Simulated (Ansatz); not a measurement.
```xyz
11

C     0.532    0.639   -1.647
C    -0.285    0.040   -0.795
C     0.156   -0.637    0.462
C    -0.460   -0.007    1.685
O     0.151    0.306    2.667
H     0.159    1.120   -2.544
H     1.604    0.666   -1.482
H    -1.355    0.037   -0.995
H    -0.186   -1.683    0.452
H     1.242   -0.635    0.571
H    -1.559    0.154    1.625
```

Total charge 0; spin multiplicity 1.

List the r2SCAN/def2-TZVPP orbital energies in eV (Ansatz). (Best estimate.)

Computed: Occupied: -515.86, -275.65, -273.68, -273.66, -273.21, -27.84, -21.39, -18.96, -15.26, -14.82, -12.46, -12.24, -11.45, -10.76, -10.44, -9.42, -9.03, -7.25, -6.11. Lowest empty: -1.80, -0.71, 1.57, 1.85, 2.42, 2.75, 3.07, 3.59.
